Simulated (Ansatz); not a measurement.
1T (CdI2-type) CdI2 was calculated with LDA (plane waves, PAW; Ansatz, a quantum-chemistry and plane-wave program).

Run with plane-wave cutoff 520 eV, 12×12×6 k mesh (along the axes of the cell as run), perturbation theory, force constants from a 6×6×2 q mesh, scalar-relativistic PAW data made under PBE.

### Question
Predict the electronic dielectric constant ε∞ (mean over three axes), dielectric constant ε0 (ions relaxed) (mean over three axes) and zero-point energy.

### Answer

- electronic dielectric constant ε∞ (mean over three axes) = 5.91
- dielectric constant ε0 (ions relaxed) (mean over three axes) = 10.8
- zero-point energy = 0.015 eV/atom

Spin–orbit coupling is not included.

Computing time: around 4 core-hours (rough).
